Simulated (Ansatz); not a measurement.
Born–Oppenheimer molecular dynamics of C$_{3}$H$_{5}$NO (10 atoms, charge 0, multiplicity 1). It starts from a relaxed structure.

All numbers below come from RKS CAM-B3LYP-D4/STO-3G in Ansatz.

```yaml
ensemble: NVT, Langevin thermostat
time_step: 1 fs
steps_asked: 381
set_temperature: 1000 K
friction: 0.05 /fs
temperature_schedule: 95 steps to 1000 K, then 285 steps to 250 K
seed: 299328
```

Frames 1 fs apart, positions in Å, forces in eV/Å.

Velocities at 100.0 fs (Å/ps):

```
C -2.96 12.21 4.26
C -4.59 5.93 -1.97
O 10.51 7.12 -9.59
C -3.66 3.40 15.42
N -8.85 -5.97 0.11
H -17.60 29.61 -1.34
H 13.68 44.87 -23.78
H 11.26 37.37 -19.51
H 19.77 -41.81 2.23
H 1.82 11.23 3.28
```

```xyz
10
Properties=species:S:1:pos:R:3:forces:R:3 time_fs=100.0 energy_less_start_eV=0.716 T=796
C -0.726 -0.175 0.933 -3.85 -2.68 1.07
C 0.371 0.397 0.083 1.80 0.14 0.13
O 1.792 0.217 0.533 -2.51 0.66 -0.66
C 0.053 1.497 -0.782 0.49 -1.09 -2.51
N 0.094 0.362 -1.476 0.10 1.09 1.01
H -0.287 -0.347 1.907 -0.06 -0.07 0.95
H -1.780 0.352 1.087 3.09 -0.42 -0.74
H -1.041 -1.218 0.552 0.75 1.62 0.47
H 1.813 -0.790 0.456 0.47 -0.86 0.15
H -0.037 2.518 -1.056 -0.29 1.60 0.12
10
Properties=species:S:1:pos:R:3:forces:R:3 time_fs=101.0 energy_less_start_eV=0.649 T=777
C -0.732 -0.166 0.939 -3.18 -1.43 0.61
C 0.368 0.404 0.081 2.14 -0.52 0.67
O 1.802 0.223 0.523 -2.49 -1.43 -0.75
C 0.050 1.499 -0.769 0.30 -0.12 -3.63
N 0.086 0.358 -1.476 0.06 1.72 1.43
H -0.310 -0.321 1.915 0.06 -0.22 1.18
H -1.757 0.398 1.062 2.74 -0.61 -0.59
H -1.025 -1.173 0.534 0.31 0.71 0.42
H 1.832 -0.832 0.460 0.24 1.39 0.24
H -0.036 2.542 -1.056 -0.18 0.51 0.43
10
Properties=species:S:1:pos:R:3:forces:R:3 time_fs=102.0 energy_less_start_eV=0.645 T=746
C -0.744 -0.160 0.946 -1.36 -0.37 1.00
C 0.367 0.413 0.079 2.29 -1.23 1.33
O 1.811 0.228 0.514 -2.45 -2.50 -0.74
C 0.046 1.503 -0.759 0.13 1.03 -4.58
N 0.079 0.355 -1.476 0.02 2.20 1.75
H -0.338 -0.300 1.945 -0.06 -0.26 0.57
H -1.711 0.438 1.046 1.70 -0.46 -0.51
H -1.006 -1.133 0.519 -0.23 -0.33 0.23
H 1.851 -0.861 0.467 0.03 2.61 0.22
H -0.034 2.576 -1.054 -0.09 -0.69 0.74
10
Properties=species:S:1:pos:R:3:forces:R:3 time_fs=103.0 energy_less_start_eV=0.729 T=779
C -0.756 -0.154 0.952 1.70 -0.42 1.66
C 0.365 0.421 0.077 2.47 -1.79 1.86
O 1.817 0.232 0.506 -2.43 -2.77 -0.69
C 0.044 1.508 -0.753 0.02 1.35 -5.13
N 0.071 0.354 -1.478 0.00 2.61 2.04
H -0.364 -0.276 1.982 -0.23 -0.34 -0.37
H -1.634 0.463 1.038 -0.61 0.61 -0.43
H -0.985 -1.102 0.505 -0.72 -1.14 0.08
H 1.869 -0.869 0.480 -0.15 3.02 0.14
H -0.037 2.594 -1.048 -0.05 -1.14 0.84
10
Properties=species:S:1:pos:R:3:forces:R:3 time_fs=104.0 energy_less_start_eV=0.890 T=556
C -0.767 -0.149 0.961 4.58 -1.25 1.75
C 0.363 0.427 0.075 2.72 -2.11 2.20
O 1.822 0.234 0.499 -2.52 -2.17 -0.65
C 0.043 1.512 -0.755 -0.06 1.02 -5.14
N 0.064 0.354 -1.480 0.01 2.75 2.21
H -0.392 -0.255 2.012 -0.30 -0.46 -0.95
H -1.564 0.488 1.018 -3.09 2.14 -0.31
H -0.971 -1.074 0.481 -1.07 -1.58 0.09
H 1.883 -0.853 0.493 -0.26 2.56 0.05
H -0.053 2.592 -1.042 -0.02 -0.91 0.75
10
Properties=species:S:1:pos:R:3:forces:R:3 time_fs=105.0 energy_less_start_eV=0.828 T=647
C -0.775 -0.143 0.973 4.49 -1.54 0.81
C 0.365 0.432 0.072 2.85 -2.20 2.48
O 1.828 0.236 0.492 -2.62 -1.05 -0.65
C 0.043 1.516 -0.761 -0.05 0.20 -4.70
N 0.060 0.356 -1.482 0.01 2.69 2.20
H -0.428 -0.251 2.032 -0.19 -0.49 -0.94
H -1.543 0.533 0.990 -3.09 2.00 -0.30
H -0.971 -1.064 0.446 -1.10 -0.95 0.59
H 1.891 -0.822 0.504 -0.26 1.53 0.01
H -0.078 2.577 -1.028 -0.04 -0.18 0.50
10
Properties=species:S:1:pos:R:3:forces:R:3 time_fs=106.0 energy_less_start_eV=0.684 T=784
C -0.776 -0.136 0.985 2.42 -1.00 -0.90
C 0.369 0.435 0.069 2.94 -2.11 2.67
O 1.832 0.239 0.484 -2.71 0.43 -0.69
C 0.042 1.519 -0.767 0.02 -0.72 -3.97
N 0.055 0.362 -1.482 0.02 2.42 2.01
H -0.471 -0.268 2.038 0.04 -0.42 -0.45
H -1.558 0.585 0.955 -1.46 0.50 -0.13
H -0.980 -1.063 0.410 -0.94 0.04 1.26
H 1.896 -0.786 0.517 -0.22 0.09 0.01
H -0.118 2.559 -1.000 -0.11 0.76 0.19
10
Properties=species:S:1:pos:R:3:forces:R:3 time_fs=107.0 energy_less_start_eV=0.698 T=773
C -0.776 -0.131 0.994 0.32 -0.06 -2.84
C 0.375 0.436 0.069 2.90 -1.90 2.62
O 1.834 0.241 0.473 -2.75 2.35 -0.77
C 0.037 1.520 -0.776 0.16 -1.27 -3.10
N 0.047 0.368 -1.481 0.03 1.96 1.70
H -0.506 -0.303 2.028 0.26 -0.34 0.39
H -1.589 0.630 0.917 0.20 -0.96 0.27
H -0.997 -1.051 0.375 -0.76 0.56 1.69
H 1.906 -0.748 0.531 -0.16 -1.76 0.09
H -0.163 2.546 -0.970 -0.21 1.42 -0.04
10
Properties=species:S:1:pos:R:3:forces:R:3 time_fs=108.0 energy_less_start_eV=0.800 T=709
C -0.775 -0.128 1.000 -1.15 0.75 -4.94
C 0.383 0.438 0.071 2.57 -1.60 2.37
O 1.833 0.242 0.461 -2.61 3.41 -0.86
C 0.034 1.519 -0.791 0.24 -0.99 -2.06
N 0.037 0.373 -1.478 0.05 1.31 1.22
H -0.531 -0.345 2.006 0.50 -0.39 1.58
H -1.615 0.665 0.886 1.31 -1.91 0.70
H -1.016 -1.039 0.348 -0.59 0.87 1.93
H 1.910 -0.727 0.549 -0.13 -2.76 0.21
H -0.199 2.547 -0.941 -0.19 1.31 -0.17
10
Properties=species:S:1:pos:R:3:forces:R:3 time_fs=109.0 energy_less_start_eV=0.802 T=694
C -0.774 -0.126 1.004 -1.88 0.96 -6.13
C 0.392 0.440 0.075 2.04 -1.25 1.97
O 1.830 0.244 0.451 -2.21 2.44 -0.74
C 0.031 1.516 -0.811 0.06 0.55 -0.83
N 0.028 0.376 -1.475 0.07 0.35 0.54
H -0.556 -0.381 1.995 0.64 -0.41 2.19
H -1.624 0.685 0.869 1.75 -2.29 0.95
H -1.039 -1.037 0.335 -0.36 1.24 2.09
H 1.899 -0.737 0.573 -0.19 -1.83 0.18
H -0.240 2.566 -0.913 0.08 0.23 -0.23
10
Properties=species:S:1:pos:R:3:forces:R:3 time_fs=110.0 energy_less_start_eV=0.681 T=791
C -0.774 -0.125 1.001 -1.60 0.51 -5.23
C 0.401 0.444 0.083 1.33 -0.86 1.33
O 1.823 0.246 0.441 -1.63 0.32 -0.34
C 0.029 1.511 -0.834 -0.21 2.29 0.42
N 0.020 0.377 -1.474 0.09 -0.58 -0.04
H -0.577 -0.410 2.008 0.48 -0.11 1.30
H -1.613 0.678 0.862 1.51 -1.98 1.00
H -1.061 -1.030 0.335 -0.18 1.25 1.97
H 1.881 -0.769 0.590 -0.24 0.20 -0.07
H -0.280 2.590 -0.893 0.45 -1.03 -0.34
10
Properties=species:S:1:pos:R:3:forces:R:3 time_fs=111.0 energy_less_start_eV=0.607 T=734
C -0.776 -0.123 0.992 -0.43 -0.40 -2.82
C 0.412 0.451 0.093 0.43 -0.50 0.56
O 1.815 0.246 0.431 -1.04 -1.32 0.11
C 0.027 1.509 -0.854 -0.38 3.31 1.40
N 0.013 0.376 -1.475 0.11 -1.19 -0.36
H -0.590 -0.435 2.038 0.21 0.46 -0.46
H -1.594 0.648 0.862 0.71 -1.06 0.86
H -1.076 -1.015 0.347 -0.15 0.80 1.49
H 1.857 -0.802 0.603 -0.21 1.73 -0.32
H -0.316 2.607 -0.883 0.75 -1.83 -0.47
```

Of the whole run (381 fs, mean temperature of the second half 483 K): The schedule's set-point averaged 497 K over the second half and the system 483 K. A run of 0.38 ps of so small a system gives no equilibrium averages. Limits of this set-up: minimal basis.

Run time: 10 min on 1 thread of Arm Neoverse V2, with other jobs on the host, peak memory 0.093 GiB.
